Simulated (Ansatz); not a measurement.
C4H7FO can be A, `CO/C(C)=C\F`, or B, `CC/C=C(/O)F`.

Gas-phase electronic energies from Ansatz, PBE0-D4/def2-TZVP geometries. CCSD(T)/CBS is the MP2 limit (def2-TZVPP, def2-QZVPP) plus CCSD(T) − MP2 in def2-TZVPP, frozen cores. Double bonds are as drawn, so ΔE can hold a change between cis and trans. Functionals use def2-TZVPP. B3LYP here is the variant with VWN-RPA as its local correlation; programs differ in this. Each species was taken in one conformer, which may not be the lowest.

(1) Which is lower in electronic energy at CCSD(T)/CBS, and by how much? (Estimate.)

(2) Give E(B) − E(A) in kJ/mol with B3LYP-D4, r2SCAN-D4, PBE-D4, MP2/def2-TZVPP, B3LYP, B2PLYP, PBE0-D4. (Estimate.)

Largest T1 diagnostic: 0.012.

Answers

(1) The calculation gave: B, by 67.7 kJ/mol.

(2) Computed: B3LYP-D4 -60.6, r2SCAN-D4 -67.9, PBE-D4 -66.3, MP2/def2-TZVPP -72.7, B3LYP -62.5, B2PLYP -64.8, PBE0-D4 -70.1. None reverses the order clearly.

In def2-TZVPP, CCSD(T) changes the Hartree–Fock value by −3.2 kJ/mol (the triples alone add +0.7 kJ/mol) and MP2 by −8.9 kJ/mol. From PBE to PBE0 (25 % exact exchange), in def2-TZVPP and without D4, E(B) − E(A) moves by −3.6 kJ/mol.
